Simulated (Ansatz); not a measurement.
Mg(OH)2 (MgO2H2). Charge 0, multiplicity 3. Geometry r2SCAN-D4/def2-TZVP, that of the neutral singlet; atoms count from 1.

```xyz
5

Mg   -0.014   -0.025    0.010
O    -1.558    0.570   -0.590
H    -2.282    0.980   -1.045
O     1.496   -0.679    0.632
H     2.357   -0.846    0.994
```

At PBE0-D4/def2-TZVP a singlet of charge 0 lies 5.15 eV below the triplet at the same geometry.

**Question.** Estimate the Mulliken populations from the PBE0/def2-TZVP orbitals of Ansatz.

**Answer.** 
```tsv
atom	charge (e)	spin (α − β)
Mg1	0.41	0.92
O2	-0.49	0.50
H3	0.29	0.04
O4	-0.49	0.50
H5	0.29	0.04
```
Mulliken values and Mayer orders depend strongly on the basis.

**Question.** Where does the spin sit?

**Answer.** Summed by element: Mg 0.92, O 0.99, H 0.09, of 2 unpaired in all. Largest on single atoms: Mg1 0.92, O4 0.50, O2 0.50.

**Question.** And the Mayer bond orders between bonded heavy atoms (over 0.3)?

**Answer.** Mg1–O2 0.51 (1.76 Å); Mg1–O4 0.51 (1.76 Å). Values over 0.3 also appear between atoms too far apart for a bond (O2–O4 0.44 at 3.52 Å); they arise where an orbital or an unpaired electron spreads over both atoms.
